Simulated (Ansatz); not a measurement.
# Down a group: vertical ionisation energies of BCl$_{2}$, AlCl2, GaCl2

Ansatz 0.2.0, basis cc-pVDZ; geometries are PBE0/def2-TZVP minima. Wave-function levels freeze the cores with the filled d shells of p-block atoms; HF, MP2 and coupled cluster are restricted for singlets and unrestricted otherwise, restricted open-shell where a d shell is frozen. The reference is CCSDT(Q) (coupled cluster only where its series has nearly closed). An error is the level's value less the reference. None of these values is a measured one. Energies are electronic, without zero-point terms. No spin–orbit coupling and no scalar relativity. The set is small: such energies can lie up to about 0.3 eV from the limit, spin gaps mostly less, so near ties and functionals' places can change in larger sets. The species are chosen: bound, without strong static correlation by their natural occupations or amplitudes, in their lowest spin state as far as vertical gaps and like structures tell, with only the lowest ion state computed, and with a ladder that closes on the reference, so errors are smaller than for species at large; levels whose determinant breaks symmetry or spin markedly are left out.

```
       species                      bonds (Å)                            quantity  symmetry of the states  reference  value (eV)  error CCSD  error CCSD(T)  error CCSDT
 BCl2, doublet    B–Cl 1.720, angle at B 125°  vertical ionisation to the singlet                 A1 / A1   CCSDT(Q)       8.425       0.131          0.014        0.008
GaCl2, doublet  Cl–Ga 2.160, angle at Ga 119°  vertical ionisation to the singlet                 A1 / A1   CCSDT(Q)       8.815       0.087          0.016        0.010
```

**Question.** One member is withheld: AlCl2, doublet (Al–Cl 2.103, angle at Al 119°), where CCSD gives 8.619 eV for the vertical ionisation to the singlet. Estimate from the other members what CCSDT(Q) gives.

**Answer.** The errors of CCSD for the others average 0.109 eV; taking that off gives 8.510, which misses by 0.040, against 0.069 without the correction. The computed value at CCSDT(Q) is 8.550 eV. Errors against it: CCSD 0.069, CCSD(T) 0.009, CCSDT 0.005.

The reference rises from B to Ga, by 0.390 eV in all.
